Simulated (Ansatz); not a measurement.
Relaxation of C₃H₄N (8 atoms, charge -1, multiplicity 1), to a largest force component of 0.02 eV/Å in at most 50 steps.

Method: RKS LDA/6-31G* (Ansatz).

```xyz
8
Properties=species:S:1:pos:R:3
C -1.051 1.695 -0.415
C -0.185 0.884 0.003
C 0.519 -0.110 0.561
N 0.551 -1.486 0.026
H 0.349 1.630 -0.586
H 0.942 -0.056 1.565
H -0.260 -2.021 0.372
H 0.410 -1.418 -0.982
```

**Question.** Where does it end, and by what steps?

**Answer.** The run converged. Limits of this set-up: an anion without diffuse functions, the dipole of an ion depends on the origin. After 28 steps the energy has fallen by 2.661 eV; H5 moved furthest, 1.15 Å. Parted: C2–H5. Joined: C1–H5.

```tsv
step	energy less start (eV)	largest force component (eV/Å)	accepted
0	0.0000	4.330	yes
1	-0.6197	2.336	yes
2	-1.0605	2.930	yes
3	-1.5630	2.462	yes
4	-2.0972	1.080	yes
5	-2.3576	0.944	yes
6	-2.5301	0.732	yes
7	-2.6146	0.914	yes
8	-2.6145	0.690	no
9	-2.6505	0.189	yes
10	-2.6475	0.357	no
11	-2.6533	0.459	yes
12	-2.6559	0.273	yes
13	-2.6592	0.099	yes
14	-2.6596	0.044	yes
15	-2.6600	0.028	yes
16	-2.6601	0.027	yes
17	-2.6602	0.024	yes
18	-2.6603	0.086	yes
19	-2.6606	0.069	yes
20	-2.6608	0.022	yes
21	-2.6610	0.033	yes
22	-2.6611	0.057	yes
23	-2.5326	0.995	no
24	-2.6612	0.038	yes
25	-2.6607	0.061	no
26	-2.6613	0.020	yes
27	-2.6612	0.019	no
28	-2.6613	0.004	yes
```

```xyz
8
Properties=species:S:1:pos:R:3
C -0.743 1.712 -0.401
C -0.051 0.763 0.127
C 0.527 -0.295 0.736
N 0.470 -1.653 0.220
H -0.301 2.366 -1.182
H 1.097 -0.191 1.674
H -0.522 -1.936 0.132
H 0.797 -1.651 -0.761
```

The run took 34 s on 1 thread of Arm Neoverse V1, with other jobs on the host, peak memory 0.11 GiB.
